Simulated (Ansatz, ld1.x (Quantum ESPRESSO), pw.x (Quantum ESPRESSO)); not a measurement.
From atom to crystal: TM potential for phosphorus (P)

phosphorus, norm-conserving Troullier–Martins (Kleinman–Bylander form), made with ld1.x (Quantum ESPRESSO) 7.5 (PBEsol, scalar-relativistic). Core [Ne], reference 3s2 3p3. Waves: 3s (bound): rc 1.25 bohr; 3p (bound): rc 1.60 bohr; 3d channel at -0.15 Ry: rc 1.45 bohr. Local part: all-electron potential smoothed inside 1.40 bohr (lloc = -1). Core correction: Bessel-smoothed model core, default radius (core density twice the valence density).

Crystal test: bcc P in pw.x 7.5, no spin, 15³ k-points, Fermi–Dirac smearing 0.01 Ry, cutoffs 120/480 Ry. The reference is all-electron LAPW (Ansatz 0.2.0) with the same functional, mesh and smearing; V0 and B0 come from Birch–Murnaghan fits to the pressures at five volumes. Errors are pseudo minus all-electron; Δ is the rms difference of the E(V) curves that follow from these fits, minima aligned, over ±6 % about the mean V0. Mesh and smearing are coarse, so the numbers serve the comparison and aren't converged zero-temperature values; the lattice is a test structure that the element need not adopt.

| V (Å³/atom) | P all-electron (GPa) | P pseudo (GPa) |
| --- | --- | --- |
| 13.108 | 4.85 | 4.05 |
| 13.453 | 1.72 | 0.98 |
| 13.798 | -1.04 | -1.73 |
| 14.143 | -3.49 | -4.14 |
| 14.488 | -5.66 | -6.27 |

All-electron: a0 = 3.012 Å (V0 = 13.66 Å³/atom), B0 = 108.0 GPa.

Pseudopotential: mean pressure error (GPa): -0.70; a0 (Å): 3.005; a0 error (%): -0.22; B0 error (%): +0.7; Δ (meV/atom): 2.1.

At the middle volume, how do free energy and pressure move when the wave cutoff is lowered (ecutrho kept at four times it)?

| cutoff (Ry) | shift of F (meV/atom) | shift of P (GPa) |
| --- | --- | --- |
| 54 | +49.6 | -0.55 |
| 72 | +39.4 | -0.79 |
| 96 | +5.3 | -0.57 |

Input at the middle volume:

```
&control
  calculation='scf', prefix='x', pseudo_dir='./', outdir='./tmp', tstress=.true., disk_io='none'
/
&system
  ibrav=0, nat=1, ntyp=1, ecutwfc=120, ecutrho=480, nbnd=9,
  occupations='smearing', smearing='fd', degauss=0.01
/
&electrons
  conv_thr=1e-09, mixing_beta=0.4, electron_maxstep=70
/
ATOMIC_SPECIES
P 1.0 P.UPF
CELL_PARAMETERS angstrom
  -1.51095681 1.51095681 1.51095681
  1.51095681 -1.51095681 1.51095681
  1.51095681 1.51095681 -1.51095681
ATOMIC_POSITIONS crystal
P 0.0000 0.0000 0.0000
K_POINTS automatic
15 15 15 0 0 0
```

```bash
pw.x < P.scf.in > P.scf.out
```

Lines of the output:

```
Message from routine setup:
     using ibrav=0 with symmetry is DISCOURAGED, use correct ibrav instead
     lattice parameter (alat)  =       4.9455  a.u.
     unit-cell volume          =      93.1135 (a.u.)^3
     number of electrons       =         5.00
     number of Kohn-Sham states=            9
     kinetic-energy cutoff     =     120.0000  Ry
     charge density cutoff     =     480.0000  Ry
     scf convergence threshold =      1.0E-09
     Exchange-correlation= PBESOL
     number of k points=   120  Fermi-Dirac smearing, width (Ry)=  0.0100
     iteration #  1     ecut=   120.00 Ry     beta= 0.40
     total energy              =     -21.80768644 Ry
     estimated scf accuracy    <       0.00234696 Ry
     iteration #  2     ecut=   120.00 Ry     beta= 0.40
     total energy              =     -21.80753657 Ry
     estimated scf accuracy    <       0.00065594 Ry
     iteration #  3     ecut=   120.00 Ry     beta= 0.40
     total energy              =     -21.80758637 Ry
     estimated scf accuracy    <       0.00001094 Ry
     iteration #  4     ecut=   120.00 Ry     beta= 0.40
     total energy              =     -21.80758898 Ry
     estimated scf accuracy    <       0.00000004 Ry
     iteration #  5     ecut=   120.00 Ry     beta= 0.40
     total energy              =     -21.80758904 Ry
     estimated scf accuracy    <       0.00000001 Ry
     iteration #  6     ecut=   120.00 Ry     beta= 0.40
     the Fermi energy is    11.7571 ev
!    total energy              =     -21.80758904 Ry
     estimated scf accuracy    <          8.3E-11 Ry
     smearing contrib. (-TS)   =      -0.00203932 Ry
     The total energy is F=E-TS. E is the sum of the following terms:
     one-electron contribution =       6.23930563 Ry
     hartree contribution      =       0.18765916 Ry
     xc contribution           =     -12.30056171 Ry
     ewald contribution        =     -15.93195280 Ry
     convergence has been achieved in   6 iterations
          total   stress  (Ry/bohr**3)                   (kbar)     P=      -17.34
     Message from routine punch:
     Nothing written, as per user request (disk_io='none')
```

The run at the middle volume (120 k-points, 6 iterations) took about 19 s on one core of a shared host (Neoverse-V2, 32 threads, 247 GiB, load 12).
